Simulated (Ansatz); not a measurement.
# AlSiH (triplet): wave-function methods side by side at distance Si1–Al2 = 1.909 Å, 6-31G

How much of the correlation energy of AlSiH (triplet) does each wave-function method recover here?

Computed with Ansatz 0.2.0, Gaussian basis. Level: 6-31G, core rule «outside noble gas», up to 10 orbitals frozen.

The runs, in order: UHF; CCSD(T) on ROHF; CCSD(T) on UHF; BCCD(T) on ROHF; CISD; CCSDT(Q) on ROHF; CCSDT(Q) on UHF; CCSDTQ on ROHF; CCSDTQ on UHF; CASSCF and MRCISD+Q, 4 electrons in 4 orbitals; CASSCF and NEVPT2, 4 electrons in 4 orbitals; CASSCF and MRCISD+Q, 8 electrons in 9 orbitals; CASSCF and MRCISD+Q(relaxed), 8 electrons in 9 orbitals; CASSCF and NEVPT2, 8 electrons in 9 orbitals; Full CI.

31 further runs of the same task are left out: 2 for a mislabelled method, 23 that didn't finish, 6 set aside as unsound or not needed.

**1. The system**

The geometry derives from a PBE0/def2-TZVP stationary point (not a proven minimum). One bond is set to the value named and the two fragments are kept rigid.

3 atoms, charge 0, spin multiplicity 3.

Atoms are counted from 1 here; the program's logs count them from 0.

Bond lengths: Si1–Al2 1.909 Å, Si1–H3 1.598 Å, Al2–H3 1.703 Å. Angles: Al2–Si1–H3 57.3°, Si1–Al2–H3 52.1°, Si1–H3–Al2 70.6°.

**2. UHF**

File in.yaml:

```yaml
crystal:
  periodic: [false, false, false]
  atoms:
    - {symbol: Si, position_ang: [0.000000, -0.033619, 0.933783]}
    - {symbol: Al, position_ang: [0.000000, -0.014318, -0.975120]}
    - {symbol: H, position_ang: [0.000000, 1.320065, 0.083802]}
basis:
  gaussian: {orbitals: 6-31G}
magnetization: {spin_polarized: true, initial_magnetization: 2}
hamiltonian: {xc: hf}
output: {orbitals: {seedname: orbitals}}
```

Run with:

```bash
$ ansatz run in.yaml --threads 1 --pin off --events-out ev --progress --plain --max-ram 2393MiB
```

After this run come: CCSD(T) on ROHF; CCSD(T) on UHF; BCCD(T) on ROHF; CISD; CCSDT(Q) on ROHF; CCSDT(Q) on UHF; CCSDTQ on ROHF; CCSDTQ on UHF; CASSCF and MRCISD+Q, 4 electrons in 4 orbitals; CASSCF and NEVPT2, 4 electrons in 4 orbitals; CASSCF and MRCISD+Q, 8 electrons in 9 orbitals; CASSCF and MRCISD+Q(relaxed), 8 electrons in 9 orbitals; CASSCF and NEVPT2, 8 electrons in 9 orbitals; Full CI.

**Question.** What will the summary of the whole plan be? Wanted: FCI below the RHF energy; RMP2 from FCI; UMP2 from FCI; RCCSD from FCI; RCCSD(T) from FCI; UCCSD(T) from FCI; RCCSDT(Q) from FCI; UCCSDT(Q) from FCI; NEVPT2 pair from FCI.

The runs gave:

| quantity | value |
| --- | --- |
| FCI below the RHF energy | -2.7062 eV |
| RMP2 from FCI | +16.71 kcal/mol |
| UMP2 from FCI | +16.84 kcal/mol |
| RCCSD from FCI | +2.64 kcal/mol |
| RCCSD(T) from FCI | +0.67 kcal/mol |
| UCCSD(T) from FCI | +0.65 kcal/mol |
| RCCSDT(Q) from FCI | +0.04 kcal/mol |
| UCCSDT(Q) from FCI | +0.03 kcal/mol |
| NEVPT2 pair from FCI | +13.09 kcal/mol |
| NEVPT2 valence from FCI | +5.27 kcal/mol |
| MRCISD+Q valence from FCI | +0.19 kcal/mol |
| levels within 1 kcal/mol (43 meV) | RCCSD(T), UCCSD(T), BCCD(T), RCCSDT, UCCSDT, RCCSDT(Q), UCCSDT(Q), RCCSDTQ, UCCSDTQ, MRCISD valence, MRCISD+Q valence, MRCISD+Q(relaxed) valence |
| T1 diagnostic | 0.044 |
| effectively unpaired electrons | 2.08 |

**Reading.** RCCSD(T) lands +0.67 kcal/mol from the yardstick (1.1 % of the correlation energy). MRCISD+Q(relaxed) valence falls below full CI: the +Q correction isn't variational, and the cores differ from full CI's. The occupations are near whole numbers, but T1 = 0.044 shows that the orbitals relax strongly. Of the multireference levels listed MRCISD+Q(relaxed) valence comes nearest in total energy (-0.07 kcal/mol), which doesn't show that its space is the better one. These misses are within one basis, not against nature; the frozen cores of restricted and unrestricted runs differ, which can shift their rows.
